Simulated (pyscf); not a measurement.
F–SiH•–F (SMILES F[SiH]F) + HF (SMILES F) → HF (SMILES F) + F–SiH•–F (SMILES F[SiH]F) (concerted two-bond exchange; doublet surface; F–Si, F–H broken, F–H, F–Si formed). Optimised with ωB97X-D3(BJ)/def2-SVP in PySCF. MP2 and CC: frozen core, UHF for open shells. ΔMP2 is the change of the MP2 total energy from the triple- to the quadruple-zeta basis. Energies in kJ/mol from the separated reactants.

| level | barrier | reaction energy |
|---|---|---|
| ωB97X-D3(BJ)/def2-TZVP | (withheld) | 0.0 |
| r²SCAN/def2-TZVP | 79.7 | 0.0 |
| B3LYP-D3(BJ)/def2-TZVP | 92.9 | 0.0 |
| M06-2X/def2-TZVP | 93.4 | 0.0 |
| HF/def2-TZVP | 165.7 | 0.0 |
| CCSD/def2-TZVPP | 115.0 | 0.0 |
| CCSD(T)/def2-TZVPP + ΔMP2(QZVPP) | (withheld) | 0.0 |

### Question
What belongs in the gaps?

### Answer

- ωB97X-D3(BJ)/def2-TZVP, barrier: 94.3
- CCSD(T)/def2-TZVPP + ΔMP2(QZVPP), barrier: 106.2

Of the functionals in the table, ωB97X-D3(BJ) is closest to CCSD(T)/def2-TZVPP + ΔMP2(QZVPP) in the barrier (11.9 kJ/mol apart) and r²SCAN least close (26.5 kJ/mol); that level has limits of its own. The same reactants have a lower exit, to F–SiH(F)–F + H• (barrier +64.1 kJ/mol at ωB97M-D3(BJ), against +89.0 kJ/mol here). One saddle was located; it need not be the lowest between these sides. The CCSD(T) − MP2 part came from Ansatz, without density fitting, on the same reference.
